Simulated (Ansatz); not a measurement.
The input, for Ansatz 0.2.0:

```yaml
crystal:
  periodic: [false, false, false]
  atoms:
    - {symbol: In, position_ang: [0.000000, -0.480933, 0.000000]}
    - {symbol: Cl, position_ang: [0.000000, 0.809697, -1.919640]}
    - {symbol: Cl, position_ang: [0.000000, 0.809697, 1.919640]}
    - {symbol: H, position_ang: [0.000000, -2.175367, 0.000000]}
basis:
  gaussian: {orbitals: def2-SVP}
magnetization: {spin_polarized: true, initial_magnetization: 0}
hamiltonian: {xc: {name: B3LYP}}
correlation: {method: ccsd, electrons: outside_noble_gas}
```

```sh
$ ansatz run in.yaml --threads 1 --pin off --events-out ev --progress --plain --max-ram 2393MiB
```

Q: Roughly how long does this take on 1 thread of Intel Xeon 6975P-C, shared host, and how much host memory?

A: 2.5 s wall and 0.22 GiB.

```
706 factors; integrals over basis functions are off by at most 4.3e-4 eV
mean field evaluation 1: about -30231.0956 eV, gradient 1.5e1 eV
mean field evaluation 2: about -30231.1243 eV, gradient 1.5e1 eV
mean field evaluation 4: about -30232.4658 eV, gradient 1.4e0 eV
mean field evaluation 8: about -30232.4851 eV, gradient 7.4e-3 eV
mean field evaluation 16: about -30232.4851 eV, gradient 3.9e-6 eV
mean field -30232.48508809 eV, -1111.0233346730 hartree, gradient 2.3e-6 eV, S^2 0.000000; 0 other end points of the search recorded, 0 dependent functions left out
19 core orbitals not correlated: weight in the atoms' cores, before any rotation towards them, 0.665 or more for the frozen orbitals, at most 0.333 for the correlated occupied ones
reference -30165.81342445 eV, -1108.5731962259 hartree; 9, 9 occupied and 39, 39 virtual orbitals, 706 factors
second order -8.95815175 eV of doubles, -0.36472127 eV of singles
cycle   1  -9.69562653 eV  change   -3.8e-1 eV  update   6.8e-2
cycle   2  -9.86594715 eV  change   -1.7e-1 eV  update   2.5e-2
cycle   3  -9.92966465 eV  change   -6.4e-2 eV  update   7.6e-3
cycle   4  -9.93149524 eV  change   -1.8e-3 eV  update   1.5e-3
cycle   5  -9.93151136 eV  change   -1.6e-5 eV  update   4.8e-4
cycle   6  -9.93145267 eV  change    5.9e-5 eV  update   1.7e-4
cycle   7  -9.93145151 eV  change    1.2e-6 eV  update   5.5e-5
cycle   8  -9.93147663 eV  change   -2.5e-5 eV  update   2.0e-5
cycle   9  -9.93147721 eV  change   -5.8e-7 eV  update   6.2e-6
Total energy: -30175.74490166 eV, -1108.9381712815 hartree
```
